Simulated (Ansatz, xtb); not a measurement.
**C2F3N: which of two isomers lies lower**

Structure X: `[C-]#[N+]C(F)(F)F`, a singlet. Structure Y: `N#CC(F)(F)F`, a singlet. Both are isolated molecules in the gas phase, relaxed with BLYP-D3(BJ)/def2-SVP.

Energies in hartree; the thermal terms are from BLYP-D3(BJ)/def2-SVP harmonic frequencies (ideal gas, rigid rotor, one conformer each, 1000 K, 1 atm) and include the zero-point energy:

|  | X | Y |
| --- | --- | --- |
| E, CCSD(T)/def2-SVP | −429.102587 | −429.124984 |
| E, MP2/def2-SVP | −429.058514 | −429.087613 |
| E, MP2/def2-TZVPP | −429.859993 | −429.890168 |
| zero-point energy | 0.021315 | 0.021754 |
| H(1000 K) − E | 0.056119 | 0.056382 |
| G(1000 K) − E | −0.106735 | −0.105375 |

Problem. Correct the CCSD(T) difference for the basis set by the MP2 change, then work out ΔE, ΔE₀, ΔH and ΔG for X → Y in kJ/mol (1 Eh = 2625.50 kJ/mol) and the equilibrium ratio [Y]/[X].

Solution. 1. Differences Y − X: CCSD(T) −0.022397, MP2 in the small set −0.029099, MP2 in the large set −0.030175 Eh.
2. ΔE = −0.022397 + (−0.030175 − (−0.029099)) = −0.023473 Eh = −61.63 kJ/mol.
3. ΔE₀ = ΔE + ΔZPE = −0.023473 + (+0.000439) Eh = −60.48 kJ/mol.
4. ΔH = ΔE + (+0.000263) Eh = −60.94 kJ/mol.
5. ΔG = ΔE + (+0.001360) Eh = −58.06 kJ/mol, so ΔS = (ΔH − ΔG)/T = −2.9 J/(mol K).
6. kT = 3.1668 mEh, so K = [Y]/[X] = exp(−ΔG/kT) = exp(+6.98) ≈ 1.1 × 10^3.

Structure Y is favoured at this temperature. An error of 4 kJ/mol in ΔG would change K by a factor of 1.6. Mirror images and further conformers aren't counted.

As drawn, Y has 1 C–C in place of 1 C–N.

Other levels gave ΔE = −54.2 (GFN2-xTB); −52.6 (HF/STO-3G, GFN2-xTB geometries); −52.3 (r2SCAN-D4/def2-SVP, GFN2-xTB geometries); −58.4 (BLYP-D3(BJ)/def2-SVP); −21.0 (HF/def2-SVP); −76.4 (MP2/def2-SVP); −58.8 (CCSD(T)/def2-SVP) kJ/mol. The correlated steps freeze 6 core orbitals. Programs: Ansatz 0.2.0, xtb 6.7.1.
